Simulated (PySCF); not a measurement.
**CCSD(T)/STO-3G run of SiH2F− (SMILES F[SiH2-])**

Aim: the vertical ionisation energy of SiH2F− at CCSD(T)/STO-3G, from 2 runs. The job is set up through a Python script.

The calculation is run with PySCF 2.14.0.

9 further runs of the same task are left out: 9 set aside as unsound or not needed.

## (1) The molecule

The species is SiH2F− (4 atoms), meant as a singlet with charge -1. As SMILES, `F[SiH2-]`. The shape is that of a GFN2-xTB optimisation.

Bond lengths: F1–Si2 1.722 Å, Si2–H3 1.529 Å, Si2–H4 1.529 Å. Angles: F1–Si2–H3 96.1°, F1–Si2–H4 96.1°, H3–Si2–H4 99.3°.

## (2) The energy at CCSD(T)/STO-3G

Input file mol.xyz:

```xyz
4

F      1.224230     0.690850    -0.383870
Si    -0.114010    -0.391590    -0.440070
H     -1.185360     0.658330    -0.143280
H      0.075140    -0.957590     0.967210
```

Input file job.py:

```python
from pyscf import gto, cc

molecule = gto.M(
    atom='mol.xyz',
    charge=-1,
    verbose=3,
    spin=0,
    basis='sto-3g',
    max_memory=1860,
)

mf = molecule.RHF()
mf.conv_tol = 1e-10
mf.kernel()
if not mf.converged:
    mf = mf.newton().run(mf.mo_coeff, mf.mo_occ)

mycc = cc.CCSD(mf, frozen=6)
mycc.kernel()
e_t = mycc.ccsd_t()
energy = mycc.e_tot + e_t
print('E(%s) = %.9f' % ('CCSD(T)', energy))
```

Started as:

```bash
$ OMP_NUM_THREADS=1 python job.py
```

The program printed:

```text
converged SCF energy = -384.588154820772
E(CCSD) = -384.6500684921707  E_corr = -0.06191367139840807
CCSD(T) correction = -0.000970513168347551
E(CCSD(T)) = -384.651039005
```

Wall time 0.64 s (1 thread of Arm Neoverse V2, shared host); peak memory 0.12 GiB.

## (3) Doublet neutral SiH2F at the same level

Input file start.xyz:

```xyz
4

F      1.224230     0.690850    -0.383870
Si    -0.114010    -0.391590    -0.440070
H     -1.185360     0.658330    -0.143280
H      0.075140    -0.957590     0.967210
```

Input file calc.py:

```python
from pyscf import gto, scf, cc

mol = gto.M(
    atom='start.xyz',
    verbose=3,
    basis='sto-3g',
    spin=1,
    charge=0,
    max_memory=1860,
)

hf = scf.UHF(mol)
hf.conv_tol = 1e-10
hf.kernel()
if not hf.converged:
    hf = hf.newton().run(hf.mo_coeff, hf.mo_occ)

mycc = cc.CCSD(hf, frozen=6)
mycc.kernel()
e_t = mycc.ccsd_t()
energy = mycc.e_tot + e_t
print('E = %.10f Eh' % energy)
```

Started as:

```bash
$ OMP_NUM_THREADS=1 python calc.py
```

The program printed:

```text
converged SCF energy = -384.728735485498  <S^2> = 0.75425525  2S+1 = 2.0042507
E(UCCSD) = -384.8040576179541  E_corr = -0.07532213245557359
UCCSD(T) correction = -0.00277833016570777
E = -384.8068359481 Eh
```

Wall time 0.6 s (1 thread of Arm Neoverse V2, shared host); peak memory 0.1 GiB.

## (4) Results

Level: CCSD(T)/STO-3G, 6 core orbitals frozen.

| quantity | value |
| --- | --- |
| singlet SiH2F−: total energy | -384.65104 Eh |
| singlet SiH2F−: HOMO energy (Hartree–Fock orbitals) | 3.37 eV |
| singlet SiH2F−: LUMO energy (Hartree–Fock orbitals) | 21.60 eV |
| singlet SiH2F−: HOMO–LUMO gap (to an unbound level, set by the basis) | 18.23 eV |
| singlet SiH2F−: correlation energy (6 core orbitals frozen) | -62.9 mEh |
| singlet SiH2F−: (T) correction | -0.97 mEh |
| singlet SiH2F−: T1 diagnostic | 0.009 |
| doublet neutral SiH2F: total energy | -384.80684 Eh |
| doublet neutral SiH2F: dipole moment (Hartree–Fock density) | 2.32 D |
| doublet neutral SiH2F: HOMO energy (Hartree–Fock orbitals) (highest over α and β) | -7.81 eV |
| doublet neutral SiH2F: LUMO energy (Hartree–Fock orbitals) (lowest over α and β) | 4.31 eV |
| doublet neutral SiH2F: correlation energy (6 core orbitals frozen) | -78.1 mEh |
| doublet neutral SiH2F: (T) correction | -2.78 mEh |
| doublet neutral SiH2F: ⟨S²⟩ of the reference determinant | 0.754 |
| doublet neutral SiH2F: T1 diagnostic | 0.024 |
| vertical detachment energy (to the doublet neutral) | -4.239 eV |

In words: The species is unbound against losing an electron at this level, by 4.24 eV (−98 kcal/mol); missing correlation or diffuse functions can give that sign where the real anion is bound. In a minimal basis such a difference can be off by several eV, whatever the method. The triples (singlet SiH2F−) make up 1.5 % of the correlation energy. The HOMO (singlet SiH2F−) lies at positive energy, 3.37 eV: the electron is unbound at this level or held by a compact basis; values depend on the basis. The triples (doublet neutral SiH2F) make up 3.6 % of the correlation energy.
